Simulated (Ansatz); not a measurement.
# ClH6NSi: the cost of one run

Program: Ansatz 0.2.0. Level of theory: RKS PBE-D4/def2-SVP. These are calculated values, not measurements.

### 1 The starting structure

Bond lengths: Si1–Cl2 2.480 Å, Si1–H3 1.460 Å, Si1–H4 1.459 Å, Si1–H5 1.459 Å, Si1–N6 2.120 Å, N6–H7 1.060 Å, N6–H8 1.060 Å, Cl2–H9 1.560 Å. Angles: Si1–Cl2–H9 64.7°, Cl2–Si1–H3 109.5°, Cl2–Si1–H4 109.5°, Cl2–Si1–H5 109.5°, Cl2–Si1–N6 71.6°, H3–Si1–H4 109.5°, H3–Si1–H5 109.5°, H3–Si1–N6 178.9°, H4–Si1–H5 109.5°, H4–Si1–N6 70.0°, H5–Si1–N6 70.0°, Si1–N6–H7 120.0°, Si1–N6–H8 120.0°, H7–N6–H8 120.0°.

Structure file:

```xyz
9

Si    0.0000    0.0000    0.0000
Cl    0.0000    0.0000    2.4800
H     1.3768    0.0000   -0.4862
H    -0.6877    1.1914   -0.4862
H    -0.6877   -1.1914   -0.4862
N    -2.0118    0.0000    0.6685
H    -2.7319   -0.6071    0.1822
H    -2.2977    0.6071    1.4890
H    -1.4105    0.0000    1.8139
```

### 2 A restrained relaxation towards end A

Springs on the bonds that form and break draw the guess towards this end; the thresholds are loose.

input.yaml

```yaml
crystal:
  periodic: [false, false, false]
  atoms:
    - { symbol: Si, position_ang: [0.0, 0.0, 0.0] }
    - { symbol: Cl, position_ang: [0.0, 0.0, 2.48] }
    - { symbol: H, position_ang: [1.3768, 0.0, -0.4862] }
    - { symbol: H, position_ang: [-0.6877, 1.1914, -0.4862] }
    - { symbol: H, position_ang: [-0.6877, -1.1914, -0.4862] }
    - { symbol: "N", position_ang: [-2.0118, 0.0, 0.6685] }
    - { symbol: H, position_ang: [-2.7319, -0.6071, 0.1822] }
    - { symbol: H, position_ang: [-2.2977, 0.6071, 1.489] }
    - { symbol: H, position_ang: [-1.4105, 0.0, 1.8139] }
basis:
  gaussian: { orbitals: def2-SVP }
hamiltonian:
  xc: pbe
  dispersion: d4
relax:
  f_tol: 0.15
  max_steps: 25
  restrain:
    - { distance: [0, 5], at: 3.02, k: 30.0 }
    - { distance: [8, 1], at: 2.57, k: 30.0 }
    - { distance: [0, 1], at: 2.13, k: 30.0 }
    - { distance: [8, 5], at: 1.06, k: 30.0 }
```

Started as:

```sh
> ansatz run input.yaml --threads 1 --pin off --max-ram 2048MiB --backend cpu --events-out ev --progress --plain --runs-dir out
```

**Question.** How long does this run take on 1 thread of Arm Neoverse V2, shared host, and how much memory does it need?

About 22 s, with a peak of 0.12 GiB.
